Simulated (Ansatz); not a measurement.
This Ansatz (an electronic-structure program) input (CCSD(T)/cc-pVTZ) gives -56.48817 Eh with 72 basis functions.

Ansatz 0.2 input:
```yaml
crystal:
  periodic: [false, false, false]
  atoms:
    - {symbol: N, position_ang: [0.00224146, -0.00382052, 0.11155442]}
    - {symbol: H, position_ang: [-0.00202883, 0.95117179, -0.22808750]}
    - {symbol: H, position_ang: [0.80949996, -0.46442426, -0.29287493]}
    - {symbol: H, position_ang: [-0.82316134, -0.46000387, -0.25991854]}
basis:
  gaussian:
    orbitals: cc-pVTZ
magnetization: {spin_polarized: false}
correlation: {method: ccsd_t, frozen_orbitals: {H: 0, N: 0}}
```

Change:
```diff
- orbitals: cc-pVTZ
+ orbitals: cc-pVDZ
```

Question: What does the run give now?

Answer: -56.40425 Eh (CCSD(T)/cc-pVDZ, 29 functions), a change of +83.92 mEh.
